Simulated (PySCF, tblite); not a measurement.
# C₅H₈N radical: geometry, infrared bands and EPR parameters

What infrared bands and EPR parameters should C₅H₈N radical (`CC#C[C@H](C)[NH]`) show?

The runs use tblite 0.8.0 and PySCF 2.14.0, with density-fitted response routines of our own; the level of theory stands in each step. All values are computed, except where a source is named. Atoms are numbered from 0 throughout.

### Step 1. The starting structure

14 atoms, charge 0, multiplicity 2; geometry from: force field or distance geometry start.

Bonds of the start (Å): C0–C1 1.48, C1–C2 1.20, C2–C3 1.48, C3–C4 1.52, C3–N5 1.46, C0–H6 1.11, C0–H7 1.09, C0–H8 1.12, C3–H9 1.09, C4–H10 1.09, C4–H11 1.12, C4–H12 1.11, N5–H13 1.05.

### Step 2. Relaxing the molecule with GFN2-xTB

What the job is given:

```
{"job": {"kind": "relax", "xc": "GFN2-xTB", "basis": "xTB"}, "charge": 0, "multiplicity": 2}
C      2.861600     0.082400     0.164900
C      1.395100    -0.114700     0.171500
C      0.207300    -0.287900     0.194900
C     -1.266800    -0.452600     0.193700
C     -1.826400     0.951000     0.334000
N     -1.648700    -1.260300     1.350400
H      3.110800     0.592500    -0.788100
H      3.364900    -0.884300     0.183100
H      3.105000     0.697600     1.069000
H     -1.619900    -0.980600    -0.687600
H     -1.274200     1.517600     1.081700
H     -1.649900     1.446800    -0.654400
H     -2.911700     0.937500     0.584500
H     -1.847800    -2.245400     1.060200
```

On the command line:

```bash
> OMP_NUM_THREADS=1 python probes_run.py task.json out
```

One launch serves the whole session: the jobs run in the order shown.

**Question.** This job is followed by: GFN2-xTB harmonic vibrations, gas phase; UKS B3LYP, pcH-1 on C H N, non-relativistic, mean-field spin-orbit, GIAO. What will the session give for the following? strongest single infrared mode (GFN2-xTB); zero-point energy (GFN2-xTB); g(iso) (B3LYP); ⟨S²⟩; largest a(iso) (averaged by class); potential on the surface of density 0.002 e/bohr³, 1st and 99th percentile.

**Answer**, as computed:

| quantity | value |
| --- | --- |
| strongest single infrared mode (GFN2-xTB) | 240 cm⁻¹, 93 km/mol |
| zero-point energy (GFN2-xTB) | 70.6 kcal/mol |
| g(iso) (B3LYP) | 2.00439 |
| ⟨S²⟩ | 0.754 (exact 0.75) |
| largest a(iso) (averaged by class) | 1H on H9, 206.7 MHz |
| potential on the surface of density 0.002 e/bohr³, 1st and 99th percentile | -1.72 V and 1.15 V |

**Reading.** The optimisation took 94 steps and gained 0.407 eV; among the close pairs (by a distance rule), C3–N5 changed most, from 1.462 to 1.399 Å. No mode is imaginary among the 36: a minimum at this level. The strongest single mode, at 240 cm⁻¹, moves mainly H13. Unscaled tight-binding wavenumbers are off by several per cent, some by more. Its intensities can rank the bands wrongly. Most of the unpaired spin sits on N5 (0.96 e). The isotropic g lies 2.1 ppt above the free-electron value. The conformer search found further structures of the same energy, which may be mirror or relabelled copies of this one.
